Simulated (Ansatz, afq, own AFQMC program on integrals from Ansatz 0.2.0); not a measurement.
Integrals from Ansatz 0.2.0, then the random walk in our own AFQMC program (afq).

```yaml
crystal:
  periodic: [false, false, false]
  atoms:
    - {symbol: Ti, position_ang: [0.000000, 0.000000, 0.000000]}
    - {symbol: C, position_ang: [0.000000, 0.000000, 1.262000]}
basis:
  gaussian: {orbitals: def2-SVP}
magnetization: {spin_polarized: false}
correlation: {method: ccsd_t, electrons: outside_noble_gas, hamiltonian_folder: ham}
```

```sh
$ ansatz run in.yaml --threads 1 --pin off --events-out ev --progress --plain --max-ram 1382MiB
```

afq runs on the folder ham with

```
--method free --trial cisd --walkers 80 --time-step 0.03 --max-blocks 80 --target-error 0.00034 --factor-cut 1e-05 --seed 3133 --times 0,0.3,0.6,1.2,1.8,2.4,3.6,4.8,6 --taylor-order 8
```

Times are imaginary, in 1/Eh. The walk had a cap of 508 s.

Log:

```
orbitals 35  electrons 4 4  factors 315 of 496
reference energy -885.74463581 Eh
CCSD correlation -0.21879319 Eh in 13 cycles, weight of the determinant in the CISD state 0.8908
repeat  energy at the last time / Eh  error
    10  -885.980317  0.003920
    20  -885.975997  0.002848
    30  -885.976880  0.002268
    40  -885.978097  0.002003
    50  -885.976440  0.001781
    60  -885.975534  0.001535
    70  -885.976389  0.001444
    80  -885.976693  0.001331
time / (1/Eh)  energy / Eh  error  mean overlap
  0.00  -885.963427  0.000479  1.1202
  0.30  -885.970305  0.000441  1.1196
  0.60  -885.972723  0.000394  1.1280
  1.20  -885.973828  0.000385  1.1481
  1.80  -885.975585  0.000385  1.1475
  2.40  -885.975212  0.000493  1.1606
  3.60  -885.975994  0.000585  1.1926
  4.80  -885.975354  0.000775  1.2348
  6.00  -885.976693  0.001331  1.2595
energy -885.976693 +/- 0.001331 Eh
```

The run failed at least one of its tests; the cautions name the faults.

Against this walk (error 36.2 meV) on the same determinant: CCSD(T) 60.9 meV higher (within the noise), CCSDT(Q) 24.2 meV higher (within the noise). The error is statistical, and a free projection of finite length keeps a remainder of its start.

Cautions: remainder of the start not in the error; error above the target (36.2 against 9.3 meV); no relativity below Rb; outer-core shells of the metal frozen; higher spins were not checked.

The walk took 100 s on 1 thread of Intel(R) Xeon(R) 6975P-C (Granite Rapids), on a shared host. The log's last line is the free-projection energy.

CCSDT and higher add their correlation energy to the determinant of the CCSD(T) run, since their own runs factorise the integrals more tightly (a shift of under 2 meV). A walk keeps the symmetry of its determinant, which the program's search chose and which needn't be the lowest solution, so a lower state of the same spin and another symmetry isn't excluded.
